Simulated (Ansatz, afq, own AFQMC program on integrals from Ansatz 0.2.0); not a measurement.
# H₂O, singlet in aug-cc-pVDZ, levels against CCSDTQ

```xyz
3

O     0.0000   -0.0691    0.0000
H     0.0000    0.5483    0.7576
H     0.0000    0.5483   -0.7576
```

Basis aug-cc-pVDZ. Only valence electrons are correlated. AFQMC by an in-house program on the Cholesky factors that Ansatz 0.2.0 writes for its CCSD(T) run. The CISD trial takes its coefficients from CCSD amplitudes. Released means that phaseless walkers are propagated on without the constraint, phases kept. ± is one standard error of the sampling.

Determinant: RHF, the one that the program's search chose, which needn't be the lowest solution. The geometry is a PBE0/def2-TZVPD stationary point of this or a neighbouring charge and spin state.

No full CI on the walks' own integrals is used here; CCSDTQ serves as the reference and is uncertain by about the last step of the cluster series.

Cautions: the released energies move by 1.5 errors or more from one time to the next, so no released level is given (meV from the phaseless value at times in 1/Eh: 2 ± 3 at 0.24, -1.3 ± 2.0 at 0.51, -4.5 ± 1.8 at 0.99, -2 ± 3 at 1.62, -8 ± 3 at 2.40).

```
T1 diagnostic                               : 0.0126
weight of the determinant in the CISD state : 0.936
size of the correlated space                : 8 electrons in 40 orbitals
```

```json
{"level": "MP2", "correlation energy (eV)": "-6.0226"}
{"level": "CCSD", "correlation energy (eV)": "-6.2303"}
{"level": "CCSD(T)", "correlation energy (eV)": "-6.3766"}
```

(1) Estimate where phaseless AFQMC with a CISD trial lies against CCSD(T) on the same integrals.

(1) 18.5 ± 3.4 meV below CCSD(T).

Reference: CCSDTQ, correlation energy -6.396 eV.

```
        level  E − E(reference) (meV)  share of correlation (%)
      CCSD(T)                    19.7                     99.69
        CCSDT                    13.1                     99.79
     CCSDT(Q)                    -1.5                    100.02
ph-AFQMC/CISD               1.1 ± 3.4                     99.98
```

CCSDT and higher add their correlation energy to the determinant of the CCSD(T) run, since their own runs factorise the integrals more tightly (a shift of under 2 meV). A walk keeps the symmetry of its determinant, which the program's search chose and which needn't be the lowest solution, so a lower state of the same spin and another symmetry isn't excluded.
